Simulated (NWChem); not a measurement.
System: Na2; SMILES [Na][Na]

Input file for NWChem:

```
start job
memory heap 200 mb stack 900 mb global 1100 mb
geometry units angstroms noautoz
  Na     0.000000     0.000000    -1.562476
  Na     0.000000     0.000000     1.562476
end
basis spherical
  * library def2-svp
end
dft
  xc b3lyp
  iterations 150
  mulliken
end
task dft energy
```

Geometry: optimised at PBE0/def2-SVP. B3LYP is NWChem's, with the RPA form of VWN correlation.

### Question
Predict the main results of this run. (B3LYP/def2-SVP.) Quantities: basis functions; energy (Ha); highest occupied level (eV); orbital gap (eV).

### Answer
- number of basis functions: 30
- energy (Ha): -324.49
- highest occupied level (eV): -3.49
- orbital gap (eV): 2.03
